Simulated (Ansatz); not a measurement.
Reaction (SMILES): CCC [propane] -> C[CH]C + H atom (the C-H bond breaks)

Wanted: bond dissociation energy (enthalpy at 298 K), in kcal/mol. Terms: open shells spin-unrestricted; 6-31G* and kin with 6d, 5d where marked; valence correlation only; non-relativistic; spin-orbit terms left out; LANL2DZ all-electron up to Ne; 6-311+G** with 5d. Basis-set limits of correlation are two-point, X^-3; Hartree-Fock from the larger set. [CCSD(T)-MP2]/basis is that difference in the basis named. Ab initio and DFT rows: single points at B3LYP-D3(BJ) geometries (Ansatz, a program for electronic structure), with unscaled harmonic terms from B3LYP/6-31G* at its own minima.

Measured values: Active Thermochemical Tables 1.112 (ions: stationary electron), as tabulated in the package chemicals; G2/97 table in ASE (Curtiss et al.); they hold spin-orbit and core effects, anharmonicity. 

Value to compare with, the measured value: 98.6 kcal/mol.

| level | program | bond dissociation energy (enthalpy at 298 K) (kcal/mol) | error |
|---|---|---|---|
| HF/STO-3G | Ansatz | 100.3 | 1.7 |
| HF/3-21G | Ansatz | 74.6 | -24.0 |
| HF/LANL2DZ | Ansatz | 72.3 | -26.3 |
| HF/6-31G* | Ansatz | 73.6 | -25.0 |
| HF/6-311+G** | Ansatz | 72.7 | -25.9 |
| RI-MP2/CBS(cc-pVTZ,cc-pVQZ)+[CCSD(T)-MP2]/cc-pVTZ | Ansatz | 99.1 | 0.5 |

1 of the 5 habitual levels lie above the measured value; their mean absolute error is 20.6 kcal/mol, the median 25.0.

The sets are all those run for this method; runs whose electronic state is in doubt are left out.
